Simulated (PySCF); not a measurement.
C2H, SMILES [C]#C, multiplicity 2. Geometry optimised at B3LYP-D3(BJ)/def2-TZVPD. The isomer is the one that the SMILES or the coordinates give; other isomers of the formula were not compared.

Problem. Give the equilibrium geometry at B3LYP-D3(BJ)/def2-TZVPD (PySCF confirms it by a frequency run) as a Z-matrix, and its point group. (Estimate from the structure and the level; the computed values follow.)

Solution. point group C∞v.
```
C
C 1 1.2001
H 1 1.0643 2 180.00
```
Charge 0, spin multiplicity 2.
